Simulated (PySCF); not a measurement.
**S2H2, triplet: molecular constants**

Level of theory: PySCF, UPBE0, basis S def2-TZVP, H def2-TZVP (no relativity, density fitting).

The structure is a higher-order saddle point with 2 imaginary modes (one degenerate set).

| Item | Value |
| --- | --- |
| Point group | D∞h |
| Bond lengths | S–H 1.361 Å (×2), S–S 2.535 Å |
| Bond angles | H–S–S 180.0° (×2) |
| Dipole moment | 0.00 D |
| Principal quadrupole moments (Buckingham, traceless) about the centre of mass | -4.75, -4.75, 9.50 D Å |
| Principal polarisabilities | 24.7, 24.7, 121.2 bohr³ |
| Atomisation energy without zero-point energy | 694 kJ/mol |
| Lowest empty level (β) | -4.75 eV |
| Spin squared ⟨S²⟩ | 2.013 |
| Rotational constants | 0.1445 cm⁻¹ |
| Highest occupied level (β) | -7.34 eV |
| Zero-point energy (real modes) | 38.5 kJ/mol |

Harmonic modes (masses in u: S 31.972, H 1.008):
| symmetry | ω (cm⁻¹) | IR (km/mol, summed over degenerate members) |
| --- | --- | --- |
| πu | 509i | – |
| σg+ | 231 | 0.0 |
| πg | 529 | 0.0 |
| σu+ | 2573 | 0.7 |
| σg+ | 2581 | 0.0 |

In D∞h the vibrations span πu + 2σg+ + πg + σu+. The πg, σg+ modes carry no infrared intensity, as symmetry demands. With a centre of inversion only u modes can be infrared active and only g modes Raman active.

Charges (e):
```json
{"atom": "S1", "Mulliken": "-0.14", "Löwdin": "0.00", "polar tensor": "-0.11", "spin (Mulliken)": "1.04", "Mayer order to S1": "–"}
{"atom": "S2", "Mulliken": "-0.14", "Löwdin": "0.00", "polar tensor": "-0.11", "spin (Mulliken)": "1.04", "Mayer order to S1": "1.09"}
{"atom": "H3", "Mulliken": "0.14", "Löwdin": "0.00", "polar tensor": "0.11", "spin (Mulliken)": "-0.04", "Mayer order to S1": "0.92"}
{"atom": "H4", "Mulliken": "0.14", "Löwdin": "0.00", "polar tensor": "0.11", "spin (Mulliken)": "-0.04", "Mayer order to S1": "0.02"}
```
Other Mayer orders above 0.3: S–H 0.92.

Mulliken populations on S1: s 5.93, p 10.13, d 0.08, f 0.01.

This need not be the most stable arrangement of these atoms. At this level a singlet minimum of C2 symmetry lies 308 kJ/mol below this structure.

The final relaxation and frequency run took 16 s on 4 threads of a shared Arm Neoverse V1 host, with 86 basis functions and 9 gradients; the process peaked at 1 GiB. Launch command: `OMP_NUM_THREADS=4 python axn.py task.json out`.
